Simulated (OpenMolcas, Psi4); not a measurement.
# How basis sets differ on SiCl (SMILES [Si]Cl)

SiCl has 2 atoms, charge 0, and is taken as a doublet. As SMILES, `[Si]Cl`. Geometry: relaxed at PBE0-D4/def2-TZVP.

```xyz
2

Si    0.8818   -0.2937    0.4521
Cl   -0.8818    0.2937   -0.4521
```

Each level gives the dipole moment (D). The values are calculated.

| level | kind | program | value (D) | CPU time |
| --- | --- | --- | --- | --- |
| ROHF/ANO-RCC-MB (DKH2) | Hartree–Fock | OpenMolcas | 2.15 | 2.4 s |
| ROHF/ANO-XS-MB (DKH2) | Hartree–Fock | OpenMolcas | 2.64 | 3.4 s |
| UHF/STO-3G | Hartree–Fock | Psi4 | 3.11 | 3.8 s |
| UHF/3-21G | Hartree–Fock | Psi4 | 2.32 | 2.5 s |
| UHF/aug-cc-pVTZ | Hartree–Fock | OpenMolcas | 1.01 | 15 s |

The values span 1.01 to 3.11 D. Magnitudes only. Sets without polarisation functions give poor dipoles. CPU times are rough (shared hosts, several kinds of processor and program).
